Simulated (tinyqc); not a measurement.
Inside a calculation. Method: UHF in the sto-3g basis, for NH, spin multiplicity 3. One step of it, computed by the program tinyqc.

Question. Iteration 4: diagonalisation and new density. Diagonalise F' = X^T F X, C = X C', fill 5 alpha and 3 beta electrons from the bottom; D(s) = C_occ C_occ^T. Each column has its largest component positive (the first on a tie).

extrapolated F(alpha) (hartree), lower triangle:
```
             1N 1s      1N 2s     1N 2px     1N 2py     1N 2pz      2H 1s
1N 1s   -15.299849
1N 2s    -3.913675  -1.972850
1N 2px   -0.001819   0.005130  -0.409125
1N 2py   -0.005391  -0.014694   0.032298  -0.410957
1N 2pz   -0.006364  -0.019349   0.059491   0.058863  -0.340228
2H 1s    -0.216623  -0.286647  -0.044302  -0.048421  -0.260803  -0.017706
```

extrapolated F(beta) (hartree), lower triangle:
```
             1N 1s      1N 2s     1N 2px     1N 2py     1N 2pz      2H 1s
1N 1s   -15.249484
1N 2s    -3.836536  -1.598120
1N 2px   -0.000644  -0.012048   0.291333
1N 2py   -0.006583   0.022218  -0.069898   0.316655
1N 2pz   -0.006775   0.001063  -0.086097  -0.075750   0.243147
2H 1s    -0.210233  -0.253097  -0.071286  -0.055990  -0.215489  -0.295516
```

X:
```
                1          2         3          4          5         6
1N 1s   -0.536145   0.604348  0.000000   0.000000  -0.497465  0.399195
1N 2s    0.763557  -0.355986  0.000000   0.000000  -0.311175  0.537822
1N 2px   0.000000   0.000000  0.941864  -0.335994   0.000000  0.000000
1N 2py   0.000000   0.000000  0.335994   0.941864   0.000000  0.000000
1N 2pz   0.406692   0.659663  0.000000   0.000000   0.601957  0.281116
2H 1s   -0.658021  -0.497786  0.000000   0.000000   0.416286  0.472566
```

Give: F' = X^T F X; orbital energies; coefficients C; F' = X^T F X; orbital energies; coefficients C; D(alpha) after iteration 4; D(beta) after iteration 4.

Answer.

F' = X^T F X (alpha) (hartree), lower triangle:
```
         1        2        3        4        5        6
1  -2.1422
2   3.0735  -4.1025
3   0.0708   0.0768  -0.3889
4   0.0251   0.0415   0.0244  -0.4312
5  -2.9730   4.1971   0.0233   0.0156  -5.2710
6   2.4661  -4.0346  -0.0076  -0.0147   4.7237  -5.0241
```

orbital energies (alpha) (hartree): MO1 -15.3074, MO2 -1.0317, MO3 -0.4537, MO4 -0.4420, MO5 -0.3527, MO6 0.2276

coefficients C (alpha):
```
            MO1      MO2      MO3      MO4      MO5      MO6
1N 1s    0.9941  -0.2623   0.0130  -0.0067   0.0244   0.0404
1N 2s    0.0240   1.0164  -0.0596   0.0274  -0.1173  -0.2098
1N 2px   0.0001  -0.0094  -0.4212   0.7289   0.5251  -0.1245
1N 2py   0.0004   0.0236  -0.4985  -0.6828   0.5190  -0.1236
1N 2pz   0.0009   0.0291   0.7101  -0.0407   0.5000  -0.5341
2H 1s   -0.0025   0.0520   0.1590  -0.0084   0.3669   0.9564
```

F' = X^T F X (beta) (hartree), lower triangle:
```
         1        2        3        4        5        6
1  -2.0368
2   3.0440  -3.9164
3   0.0118  -0.0278   0.2500
4   0.0240  -0.0262  -0.0461   0.3580
5  -2.8312   4.5055  -0.0973  -0.0423  -5.0311
6   2.7696  -3.9078  -0.0738  -0.0145   4.6899  -4.8529
```

orbital energies (beta) (hartree): MO1 -15.2542, MO2 -0.6877, MO3 -0.3057, MO4 0.2289, MO5 0.3757, MO6 0.4136

coefficients C (beta):
```
            MO1      MO2      MO3      MO4      MO5      MO6
1N 1s    0.9955  -0.2475   0.0792  -0.0238  -0.0079  -0.0200
1N 2s    0.0187   0.9695  -0.3630   0.1134   0.0314   0.0993
1N 2px   0.0001   0.0272   0.1557   0.6909  -0.6470  -0.2813
1N 2py   0.0004  -0.0087   0.1450   0.5688   0.7614  -0.2749
1N 2pz   0.0008   0.0162   0.2920   0.3333   0.0273   0.9190
2H 1s   -0.0021   0.2014   0.8695  -0.3742  -0.0190  -0.3747
```

D(alpha) after iteration 4, lower triangle:
```
          1N 1s    1N 2s   1N 2px   1N 2py  1N 2pz   2H 1s
1N 1s    1.0579
1N 2s   -0.2466   1.0518
1N 2px   0.0050  -0.0261   0.9845
1N 2py   0.0050  -0.0259  -0.0154   0.9847
1N 2pz   0.0149  -0.0725  -0.0665  -0.0660  0.7567
2H 1s   -0.0051   0.0001   0.1191   0.1182  0.2982  0.1627
```

D(beta) after iteration 4, lower triangle:
```
          1N 1s    1N 2s  1N 2px  1N 2py  1N 2pz   2H 1s
1N 1s    1.0585
1N 2s   -0.2501   1.0721
1N 2px   0.0056  -0.0301  0.0250
1N 2py   0.0140  -0.0611  0.0223  0.0211
1N 2pz   0.0199  -0.0903  0.0459  0.0422  0.0855
2H 1s    0.0170  -0.1204  0.1408  0.1243  0.2571  0.7966
```
